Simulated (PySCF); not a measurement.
## amidogen: adiabatic energies of losing or gaining an electron at several levels

Structure: `[NH2]` (NH2•). The parent is a doublet.

All levels share the PBE0-D3(BJ)/ma-def2-SVP structures and the PBE0-D3(BJ)/ma-def2-SVP thermal terms; only the single-point energies (PySCF) change. Values are adiabatic energies of losing or gaining an electron (0 K, eV).

| level | ionisation energy to the triplet cation | ionisation energy to the singlet cation | time |
| --- | --- | --- | --- |
| HF/aug-cc-pVTZ | 9.54 | 11.75 | 2.4 s |
| MP2/aug-cc-pVTZ | 11.06 | 12.61 | 9.9 s |
| PBE0-D3(BJ)/ma-def2-TZVP | 11.06 | 12.76 | – |
| CCSD(T)/aug-cc-pVTZ | 11.08 | 12.39 | 2.8 min |

Times are wall times for all single points of a level on 1 thread of Intel Xeon Platinum 8488C, a shared host; the dash marks the run that also made the structures.

Hartree-Fock leaves out electron correlation, so its ionisation energies and electron affinities from energy differences come out too low, often by 1 eV or more.

The widest spread is that of ionisation energy to the triplet cation: 1.54 eV, from 9.54 to 11.08.

Known limits: the singlet was run as a closed shell, which can place it too high against the triplet, even in the wrong order.
